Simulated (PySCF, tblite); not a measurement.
# C3H6FN: a rotation path, then NMR shifts and spin-spin couplings on frames, part 2 of 3

tblite 0.8.0 and PySCF 2.14.0. Atoms count from 0.

**7. Nuclear shieldings: image 4, PBE0/pcSseg-1**

Job settings and geometry (Å):

```
{"job": {"kind": "nmr", "xc": "PBE0", "basis": "pcSseg-1", "pop": false}, "charge": 0, "multiplicity": 1}
C      1.497800     0.463900     0.363100
C      0.626700    -0.526100     0.297600
F      0.831000    -1.634200     1.052600
C     -0.652500    -0.575100    -0.504800
N     -1.538900     0.558000    -0.299400
H      2.361200     0.413500     1.000700
H      1.370700     1.348900    -0.230000
H     -0.420500    -0.621400    -1.573500
H     -1.197300    -1.484400    -0.238600
H     -1.085000     1.421800    -0.575300
H     -1.787800     0.637700     0.681800
```

Level: GIAO PBE0/pcSseg-1 NMR shielding, non-relativistic, gas phase.

What it wrote:

```text
coarse grid: 9128 points
cycle   1  E = -272.0638554330  dE =  5.337e-01  |g| = 5.531e-01  |ddm| = 2.813e+00
cycle   2  E = -272.0225033788  dE =  4.135e-02  |g| = 7.400e-01  |ddm| = 8.392e-01
cycle   3  E = -272.1221393300  dE = -9.964e-02  |g| = 8.253e-02  |ddm| = 4.886e-01
cycle   4  E = -272.1236625769  dE = -1.523e-03  |g| = 3.200e-02  |ddm| = 9.810e-02
cycle   5  E = -272.1238891604  dE = -2.266e-04  |g| = 9.811e-03  |ddm| = 2.891e-02
cycle   6  E = -272.1239074792  dE = -1.832e-05  |g| = 3.274e-03  |ddm| = 9.233e-03
cycle   7  E = -272.1239098982  dE = -2.419e-06  |g| = 5.960e-04  |ddm| = 2.572e-03
final grid: 88456 points
cycle   8  E = -272.1579114746  dE = -2.665e-05  |g| = 8.117e-03  |ddm| = 1.952e-02
cycle   9  E = -272.1579032116  dE =  8.263e-06  |g| = 1.078e-02  |ddm| = 1.338e-02
cycle  10  E = -272.1579258457  dE = -2.263e-05  |g| = 1.145e-03  |ddm| = 7.541e-03
cycle  11  E = -272.1579260601  dE = -2.145e-07  |g| = 1.738e-04  |ddm| = 9.447e-04
cycle  12  E = -272.1579260634  dE = -3.289e-09  |g| = 8.322e-05  |ddm| = 1.539e-04
cycle  13  E = -272.1579260650  dE = -1.537e-09  |g| = 2.210e-05  |ddm| = 7.503e-05
cycle  14  E = -272.1579260651  dE = -1.037e-10  |g| = 7.396e-06  |ddm| = 2.011e-05
converged SCF energy = -272.1579260651

GIAO shielding tensors (ppm)
atom      isotropic    diamagn.    paramagn.     s11        s22        s33       span
  0 C       92.356     258.184    -165.828     -9.948    117.250    169.765    179.713
  1 C        0.450     253.167    -252.718   -118.558     48.459     71.448    190.006
  2 F      248.139     475.049    -226.910    163.941    268.346    312.131    148.190
  3 C      138.471     245.066    -106.595    116.796    141.701    156.916     40.120
  4 N      219.579     316.537     -96.958    201.336    214.201    243.200     41.865
  5 H       26.677      29.881      -3.204     24.041     25.338     30.654      6.613
  6 H       27.260      32.769      -5.509     24.758     25.936     31.085      6.327
  7 H       28.006      29.048      -1.041     23.759     27.381     32.879      9.120
  8 H       28.438      28.985      -0.547     23.715     28.637     32.964      9.249
  9 H       30.794      32.598      -1.804     25.048     28.568     38.766     13.718
 10 H       30.785      31.990      -1.204     24.470     28.769     39.117     14.648
```

It took 5.2 s on 1 thread of Arm Neoverse V2, shared host; peak memory 0.56 GiB.

Key values: δ C1 186.5, C0 94.6, C3 48.5, F2 -77.2, H5 5.04, H6 4.46 ppm.

**8. J couplings: image 4, B3LYP/pcJ-1**

The job, as its differences from that of step 7:

```diff
@@ -1,2 +1,2 @@
-{"job": {"kind": "nmr", "xc": "PBE0", "basis": "pcSseg-1", "pop": false}, "charge": 0, "multiplicity": 1}
+{"job": {"kind": "j", "xc": "B3LYP", "basis": "pcJ-1"}, "charge": 0, "multiplicity": 1}
 C      1.497800     0.463900     0.363100
```

Level: B3LYP/pcJ-1 indirect spin-spin coupling, non-relativistic, gas phase.

What it wrote:

```text
coarse grid: 9128 points
cycle   1  E = -272.3906266392  dE =  4.862e-01  |g| = 6.144e-01  |ddm| = 2.567e+00
cycle   2  E = -272.3241890929  dE =  6.644e-02  |g| = 8.706e-01  |ddm| = 9.820e-01
cycle   3  E = -272.4598283333  dE = -1.356e-01  |g| = 1.010e-01  |ddm| = 5.710e-01
cycle   4  E = -272.4619261983  dE = -2.098e-03  |g| = 4.528e-02  |ddm| = 1.198e-01
cycle   5  E = -272.4623828938  dE = -4.567e-04  |g| = 1.389e-02  |ddm| = 4.013e-02
cycle   6  E = -272.4624199973  dE = -3.710e-05  |g| = 4.166e-03  |ddm| = 1.185e-02
cycle   7  E = -272.4624237832  dE = -3.786e-06  |g| = 8.420e-04  |ddm| = 3.301e-03
final grid: 88456 points
cycle   8  E = -272.5032980553  dE = -1.011e-04  |g| = 7.787e-03  |ddm| = 1.531e-02
cycle   9  E = -272.5032855737  dE =  1.248e-05  |g| = 1.167e-02  |ddm| = 1.263e-02
cycle  10  E = -272.5033095439  dE = -2.397e-05  |g| = 1.043e-03  |ddm| = 7.829e-03
cycle  11  E = -272.5033096961  dE = -1.523e-07  |g| = 4.914e-04  |ddm| = 1.176e-03
cycle  12  E = -272.5033097371  dE = -4.099e-08  |g| = 1.519e-04  |ddm| = 4.166e-04
cycle  13  E = -272.5033097425  dE = -5.384e-09  |g| = 2.721e-05  |ddm| = 1.156e-04
cycle  14  E = -272.5033097427  dE = -1.645e-10  |g| = 9.780e-06  |ddm| = 2.514e-05
converged SCF energy = -272.5033097427

Indirect spin-spin couplings (Hz)
  i      j    bonds     total        FC       PSO       DSO        SD
  0 C    1 C    1     94.980   103.830    -9.085     0.235         -
  0 C    2 F    2     22.332    31.254   -21.146    -0.284    12.508
  0 C    3 C    2      7.425     7.646    -0.184    -0.038         -
  0 C    4 N    3     -0.089    -0.244     0.065     0.010     0.080
  0 C    5 H    1    168.890   167.553     0.645     0.692         -
  0 C    6 H    1    164.403   162.913     0.791     0.699         -
  0 C    7 H    3      2.519     2.608     0.079    -0.168         -
  0 C    8 H    3      3.454     3.442     0.554    -0.541         -
  0 C    9 H    4     -0.220    -0.155    -0.245     0.180         -
  0 C   10 H    4     -0.246    -0.180     0.027    -0.092         -
  1 C    2 F    1   -345.863  -334.240   -13.632     0.822     1.187
  1 C    3 C    1     51.056    52.158    -1.393     0.290         -
  1 C    4 N    2      1.684     1.242     0.417    -0.008     0.033
  1 C    5 H    2     -7.680    -5.926    -1.374    -0.380         -
  1 C    6 H    2     10.251    12.092    -1.537    -0.304         -
  1 C    7 H    2     -0.412    -0.371    -0.099     0.058         -
  1 C    8 H    2     -8.613    -8.564    -0.078     0.030         -
  1 C    9 H    3      0.895     1.127    -0.311     0.079         -
  1 C   10 H    3      1.594     1.676    -0.211     0.129         -
  2 F    3 C    2     30.710    33.681    -3.889    -0.058     0.976
  2 F    4 N    3      2.733     2.189     0.629     0.115    -0.200
  2 F    5 H    3     16.087    21.651    -4.303    -0.314    -0.947
  2 F    6 H    3     44.362    48.577    -2.651    -2.394     0.829
  2 F    7 H    3     10.403    10.397     1.434    -1.388    -0.040
  2 F    8 H    3     16.718    17.602    -0.444     0.471    -0.911
  2 F    9 H    4     -0.875    -0.023     0.532    -1.458     0.074
  2 F   10 H    4      0.326     0.447     0.709    -0.389    -0.441
  3 C    4 N    1     -3.477    -2.646    -0.020    -0.075    -0.735
  3 C    5 H    3      6.195     6.277     0.403    -0.485         -
  3 C    6 H    3      2.216     2.252    -0.036     0.000         -
  3 C    7 H    1    143.009   141.636     0.443     0.930         -
  3 C    8 H    1    144.726   143.455     0.309     0.962         -
  3 C    9 H    2     -2.862    -2.920     0.427    -0.368         -
  3 C   10 H    2     -2.447    -2.453     0.368    -0.361         -
  4 N    5 H    4     -0.218    -0.214    -0.112     0.142    -0.035
  4 N    7 H    2     -2.195    -2.107    -0.193     0.083     0.022
  4 N    8 H    2     -2.500    -2.396    -0.204     0.080     0.020
  4 N    9 H    1    -68.022   -64.754    -2.783    -0.255    -0.230
  4 N   10 H    1    -67.602   -64.452    -2.701    -0.250    -0.200
  5 H    6 H    2     -4.904    -5.248     3.841    -3.497         -
  5 H    7 H    4     -2.521    -2.389     1.547    -1.679         -
  5 H    8 H    4      2.642     2.785     1.790    -1.933         -
  6 H    7 H    4     -1.996    -1.908    -0.216     0.128         -
  6 H    8 H    4      0.628     0.757     1.755    -1.884         -
  7 H    8 H    2    -16.620   -16.706     2.165    -2.080         -
  7 H    9 H    3      3.902     4.021     0.522    -0.641         -
  7 H   10 H    3     16.859    16.959     3.616    -3.716         -
  8 H    9 H    3     17.453    17.542     3.579    -3.669         -
  8 H   10 H    3      2.952     3.066     0.566    -0.681         -
  9 H   10 H    2     -8.289    -8.961     5.050    -4.378         -
```

Wall time 16 s (1 thread of Arm Neoverse V2, shared host); peak memory 0.79 GiB.

Key values: J(C1,F2) -345.9 Hz, J(C0,H5) 168.9 Hz, J(C0,H6) 164.4 Hz (means over like pairs).

**9. Nuclear shieldings: image 6, PBE0/pcSseg-1**

Job settings and geometry (Å):

```
{"job": {"kind": "nmr", "xc": "PBE0", "basis": "pcSseg-1", "pop": false}, "charge": 0, "multiplicity": 1}
C      1.405600     0.496000     0.486400
C      0.654700    -0.561200     0.241500
F      1.077300    -1.784600     0.645100
C     -0.688700    -0.610500    -0.444200
N     -1.467700     0.608100    -0.377400
H      2.343600     0.415400     1.003400
H      1.105400     1.474400     0.164100
H     -0.548900    -0.861100    -1.502200
H     -1.273700    -1.418000     0.007200
H     -0.982500     1.368900    -0.840000
H     -1.619500     0.875300     0.590100
```

Level: GIAO PBE0/pcSseg-1 NMR shielding, non-relativistic, gas phase.

What it wrote:

```text
coarse grid: 9128 points
cycle   1  E = -272.0675611990  dE =  5.416e-01  |g| = 5.520e-01  |ddm| = 2.826e+00
cycle   2  E = -272.0259041727  dE =  4.166e-02  |g| = 7.385e-01  |ddm| = 8.536e-01
cycle   3  E = -272.1257334461  dE = -9.983e-02  |g| = 8.351e-02  |ddm| = 4.978e-01
cycle   4  E = -272.1273033681  dE = -1.570e-03  |g| = 3.256e-02  |ddm| = 1.028e-01
cycle   5  E = -272.1275391821  dE = -2.358e-04  |g| = 9.499e-03  |ddm| = 2.965e-02
cycle   6  E = -272.1275558680  dE = -1.669e-05  |g| = 3.255e-03  |ddm| = 8.879e-03
cycle   7  E = -272.1275582275  dE = -2.359e-06  |g| = 5.785e-04  |ddm| = 2.614e-03
final grid: 88456 points
cycle   8  E = -272.1611405030  dE = -2.575e-05  |g| = 8.059e-03  |ddm| = 2.112e-02
cycle   9  E = -272.1611325186  dE =  7.984e-06  |g| = 1.063e-02  |ddm| = 1.355e-02
cycle  10  E = -272.1611547758  dE = -2.226e-05  |g| = 1.167e-03  |ddm| = 7.636e-03
cycle  11  E = -272.1611549965  dE = -2.207e-07  |g| = 1.713e-04  |ddm| = 9.742e-04
cycle  12  E = -272.1611549997  dE = -3.244e-09  |g| = 8.218e-05  |ddm| = 1.572e-04
cycle  13  E = -272.1611550013  dE = -1.511e-09  |g| = 2.306e-05  |ddm| = 7.741e-05
cycle  14  E = -272.1611550014  dE = -1.169e-10  |g| = 7.346e-06  |ddm| = 2.036e-05
converged SCF energy = -272.1611550014

GIAO shielding tensors (ppm)
atom      isotropic    diamagn.    paramagn.     s11        s22        s33       span
  0 C       94.300     258.128    -163.828     -8.027    115.502    175.426    183.452
  1 C        2.287     253.851    -251.564   -111.115     51.086     66.890    178.005
  2 F      260.160     475.017    -214.856    159.283    274.568    346.630    187.346
  3 C      139.132     244.846    -105.713    116.047    141.377    159.973     43.926
  4 N      231.609     317.464     -85.855    210.202    229.910    254.716     44.514
  5 H       26.712      29.786      -3.074     24.142     25.245     30.750      6.608
  6 H       27.247      33.256      -6.009     25.000     25.500     31.242      6.242
  7 H       28.063      28.546      -0.483     23.630     27.418     33.141      9.511
  8 H       28.370      28.829      -0.458     23.190     28.696     33.225     10.034
  9 H       30.725      32.669      -1.944     25.011     27.805     39.359     14.348
 10 H       31.158      32.383      -1.225     24.896     28.376     40.202     15.306
```

It took 5.4 s on 1 thread of Arm Neoverse V2, shared host; peak memory 0.57 GiB.

In short: δ C1 184.6, C0 92.6, C3 47.8, F2 -89.2, H5 5.00, H6 4.47 ppm.

**10. J couplings: image 6, B3LYP/pcJ-1**

The job, as its differences from that of step 9:

```diff
@@ -1,2 +1,2 @@
-{"job": {"kind": "nmr", "xc": "PBE0", "basis": "pcSseg-1", "pop": false}, "charge": 0, "multiplicity": 1}
+{"job": {"kind": "j", "xc": "B3LYP", "basis": "pcJ-1"}, "charge": 0, "multiplicity": 1}
 C      1.405600     0.496000     0.486400
```

Method: B3LYP/pcJ-1 indirect spin-spin coupling, non-relativistic, gas phase.

What it wrote:

```text
coarse grid: 9128 points
cycle   1  E = -272.3941450203  dE =  4.936e-01  |g| = 6.135e-01  |ddm| = 2.579e+00
cycle   2  E = -272.3271122423  dE =  6.703e-02  |g| = 8.695e-01  |ddm| = 9.934e-01
cycle   3  E = -272.4632449211  dE = -1.361e-01  |g| = 1.022e-01  |ddm| = 5.796e-01
cycle   4  E = -272.4654055032  dE = -2.161e-03  |g| = 4.624e-02  |ddm| = 1.256e-01
cycle   5  E = -272.4658850484  dE = -4.795e-04  |g| = 1.350e-02  |ddm| = 4.130e-02
cycle   6  E = -272.4659192095  dE = -3.416e-05  |g| = 4.111e-03  |ddm| = 1.136e-02
cycle   7  E = -272.4659228426  dE = -3.633e-06  |g| = 8.189e-04  |ddm| = 3.336e-03
final grid: 88456 points
cycle   8  E = -272.5062406589  dE = -1.015e-04  |g| = 7.573e-03  |ddm| = 1.633e-02
cycle   9  E = -272.5062290083  dE =  1.165e-05  |g| = 1.126e-02  |ddm| = 1.241e-02
cycle  10  E = -272.5062516321  dE = -2.262e-05  |g| = 1.049e-03  |ddm| = 7.658e-03
cycle  11  E = -272.5062517865  dE = -1.544e-07  |g| = 4.775e-04  |ddm| = 1.184e-03
cycle  12  E = -272.5062518252  dE = -3.869e-08  |g| = 1.432e-04  |ddm| = 4.083e-04
cycle  13  E = -272.5062518300  dE = -4.793e-09  |g| = 2.782e-05  |ddm| = 1.130e-04
cycle  14  E = -272.5062518302  dE = -1.721e-10  |g| = 9.479e-06  |ddm| = 2.501e-05
converged SCF energy = -272.5062518302

Indirect spin-spin couplings (Hz)
  i      j    bonds     total        FC       PSO       DSO        SD
  0 C    1 C    1     97.236   105.966    -8.967     0.237         -
  0 C    2 F    2     20.727    30.135   -20.347    -0.287    11.226
  0 C    3 C    2      7.065     7.348    -0.243    -0.040         -
  0 C    4 N    3      0.219     0.091     0.077     0.006     0.045
  0 C    5 H    1    168.396   167.046     0.655     0.695         -
  0 C    6 H    1    164.880   163.390     0.776     0.713         -
  0 C    7 H    3      3.465     3.504     0.260    -0.299         -
  0 C    8 H    3      3.271     3.274     0.496    -0.499         -
  0 C   10 H    4     -0.262    -0.168    -0.134     0.040         -
  1 C    2 F    1   -343.223  -333.359   -13.146     0.820     2.462
  1 C    3 C    1     50.608    51.905    -1.589     0.291         -
  1 C    4 N    2      2.097     1.674     0.391    -0.006     0.038
  1 C    5 H    2     -6.994    -5.263    -1.350    -0.380         -
  1 C    6 H    2      9.460    11.315    -1.556    -0.299         -
  1 C    7 H    2     -5.187    -5.204    -0.043     0.061         -
  1 C    8 H    2     -8.796    -8.749    -0.094     0.047         -
  1 C    9 H    3      0.515     0.764    -0.309     0.060         -
  1 C   10 H    3      1.428     1.487    -0.179     0.119         -
  2 F    3 C    2     29.083    34.016    -5.159    -0.047     0.273
  2 F    4 N    3      4.271     4.006     1.007     0.139    -0.882
  2 F    5 H    3     16.771    22.127    -4.140    -0.332    -0.884
  2 F    6 H    3     43.841    48.221    -2.707    -2.384     0.711
  2 F    7 H    3     -4.647    -5.229     1.413    -0.772    -0.059
  2 F    8 H    3      8.077     8.567    -0.038     0.286    -0.739
  2 F    9 H    4     -2.068    -0.791     0.125    -1.480     0.078
  2 F   10 H    4     -0.887    -0.834     0.995    -0.930    -0.118
  3 C    4 N    1     -3.701    -2.997     0.082    -0.076    -0.711
  3 C    5 H    3      6.085     6.188     0.385    -0.487         -
  3 C    6 H    3      2.068     2.122    -0.024    -0.030         -
  3 C    7 H    1    142.604   141.212     0.449     0.943         -
  3 C    8 H    1    144.629   143.315     0.348     0.966         -
  3 C    9 H    2     -3.017    -3.064     0.417    -0.370         -
  3 C   10 H    2     -2.704    -2.709     0.367    -0.362         -
  4 N    5 H    4     -0.342    -0.357    -0.133     0.150    -0.002
  4 N    7 H    2     -2.040    -1.940    -0.202     0.084     0.017
  4 N    8 H    2     -2.723    -2.629    -0.193     0.083     0.016
  4 N    9 H    1    -68.155   -64.811    -2.849    -0.258    -0.236
  4 N   10 H    1    -68.026   -64.826    -2.747    -0.253    -0.200
  5 H    6 H    2     -5.208    -5.559     3.799    -3.449         -
  5 H    7 H    4     -3.171    -3.037     1.576    -1.710         -
  6 H    7 H    4     -2.834    -2.707     0.594    -0.722         -
  6 H    8 H    4     -0.926    -0.778     1.620    -1.768         -
  7 H    8 H    2    -18.596   -18.704     2.105    -1.997         -
  7 H    9 H    3      3.849     3.981     0.484    -0.616         -
  7 H   10 H    3     16.042    16.138     3.620    -3.716         -
  8 H    9 H    3     17.448    17.538     3.588    -3.677         -
  8 H   10 H    3      2.684     2.817     0.589    -0.721         -
  9 H   10 H    2     -7.904    -8.573     5.060    -4.391         -
```

Run time: 16 s. Hardware: 1 thread of Arm Neoverse V2, shared host; peak memory 0.79 GiB.

Key values: J(C1,F2) -343.2 Hz, J(C0,H5) 168.4 Hz, J(C0,H6) 164.9 Hz (means over like pairs).

**11. NMR shieldings: image 8, PBE0/pcSseg-1**

Job settings and geometry (Å):

```
{"job": {"kind": "nmr", "xc": "PBE0", "basis": "pcSseg-1", "pop": false}, "charge": 0, "multiplicity": 1}
C      1.352900     0.493700     0.605200
C      0.679400    -0.558500     0.182300
F      1.260500    -1.782700     0.226400
C     -0.717200    -0.623200    -0.377900
N     -1.427200     0.631800    -0.472900
H      2.354400     0.400000     0.983500
H      0.922900     1.477500     0.585200
H     -0.663900    -1.067200    -1.378700
H     -1.306000    -1.305400     0.246100
H     -0.925600     1.281700    -1.068500
H     -1.525000     1.055000     0.443400
```

Method: GIAO PBE0/pcSseg-1 NMR shielding, non-relativistic, gas phase.

What it wrote:

```text
coarse grid: 9128 points
cycle   1  E = -272.0700390623  dE =  5.449e-01  |g| = 5.507e-01  |ddm| = 2.833e+00
cycle   2  E = -272.0289698574  dE =  4.107e-02  |g| = 7.351e-01  |ddm| = 8.528e-01
cycle   3  E = -272.1279272302  dE = -9.896e-02  |g| = 8.349e-02  |ddm| = 4.965e-01
cycle   4  E = -272.1294977271  dE = -1.570e-03  |g| = 3.236e-02  |ddm| = 1.031e-01
cycle   5  E = -272.1297313820  dE = -2.337e-04  |g| = 9.238e-03  |ddm| = 2.955e-02
cycle   6  E = -272.1297469595  dE = -1.558e-05  |g| = 3.240e-03  |ddm| = 8.623e-03
cycle   7  E = -272.1297492918  dE = -2.332e-06  |g| = 5.622e-04  |ddm| = 2.627e-03
final grid: 88456 points
cycle   8  E = -272.1634817987  dE = -3.029e-05  |g| = 8.645e-03  |ddm| = 3.085e-02
cycle   9  E = -272.1634725430  dE =  9.256e-06  |g| = 1.137e-02  |ddm| = 1.461e-02
cycle  10  E = -272.1634981314  dE = -2.559e-05  |g| = 1.186e-03  |ddm| = 8.292e-03
cycle  11  E = -272.1634983590  dE = -2.276e-07  |g| = 1.875e-04  |ddm| = 9.999e-04
cycle  12  E = -272.1634983632  dE = -4.183e-09  |g| = 8.274e-05  |ddm| = 1.658e-04
cycle  13  E = -272.1634983647  dE = -1.468e-09  |g| = 2.519e-05  |ddm| = 8.168e-05
cycle  14  E = -272.1634983648  dE = -1.419e-10  |g| = 7.337e-06  |ddm| = 2.246e-05
converged SCF energy = -272.1634983648

GIAO shielding tensors (ppm)
atom      isotropic    diamagn.    paramagn.     s11        s22        s33       span
  0 C       95.681     257.985    -162.304     -5.246    116.584    175.704    180.949
  1 C        3.585     254.407    -250.822   -107.186     55.110     62.831    170.017
  2 F      270.484     475.232    -204.748    160.825    282.490    368.137    207.312
  3 C      139.326     244.552    -105.225    116.569    139.888    161.522     44.953
  4 N      238.054     317.925     -79.871    211.061    246.432    256.669     45.608
  5 H       26.768      29.712      -2.944     24.329     25.131     30.845      6.517
  6 H       27.232      33.326      -6.094     25.216     25.256     31.224      6.008
  7 H       28.241      28.521      -0.280     23.295     28.157     33.272      9.977
  8 H       28.240      28.530      -0.290     23.304     28.145     33.270      9.966
  9 H       31.051      32.592      -1.541     25.151     27.773     40.228     15.077
 10 H       31.052      32.606      -1.553     25.145     27.774     40.237     15.092
```

It took 5.1 s on 1 thread of Arm Neoverse V2, shared host; peak memory 0.56 GiB.

In short: δ C1 183.3, C0 91.2, C3 47.6, F2 -99.5, H5 4.95, H6 4.48 ppm.

[end of part 2 of 3]
